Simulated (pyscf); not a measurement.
Single points on ωB97X-D3(BJ)/def2-SVP structures (PySCF, gas phase). MP2 and CC: frozen core, UHF for open shells. ΔMP2 is the change of the MP2 total energy from the triple- to the quadruple-zeta basis.

Task: PBE/def2-TZVP puts the barrier of HO–BH–OH (SMILES OBO) + HF (SMILES F) → H₂O (SMILES O) + HO–BH–F (SMILES OBF) (four-centre exchange; singlet surface; B–O, F–H broken, H–O, B–F formed) at 0.58 eV and the reaction energy at -0.16 eV, from the separated reactants. What do r²SCAN/def2-TZVP, B3LYP-D3(BJ)/def2-TZVP, CCSD(T)/def2-TZVPP + ΔMP2(QZVPP) give on the same structures?

Result: r²SCAN: ΔE‡ = 0.61 eV, ΔE = -0.17 eV; B3LYP-D3(BJ): ΔE‡ = 0.78 eV, ΔE = -0.17 eV; CCSD(T): ΔE‡ = 0.87 eV, ΔE = -0.15 eV. PBE's barrier lies under all of them, by 0.03 to 0.29 eV. Its reaction energy matches one of them and lies within 0.02 eV of the others. On the reactant side the descent ends in a bound adduct, 0.42 eV under the separated species and 1.17 eV under the saddle at ωB97X-D3(BJ)/def2-TZVP. The products may also form a dative adduct at HO–BH–F; it and routes through it were not searched. At ωB97X-D3(BJ) the barrier from the zero used here is 0.76 eV. This is the saddle that the search found; another between the same sides may lie lower. The CCSD(T) − MP2 part came from Ansatz, without density fitting, on the same reference.
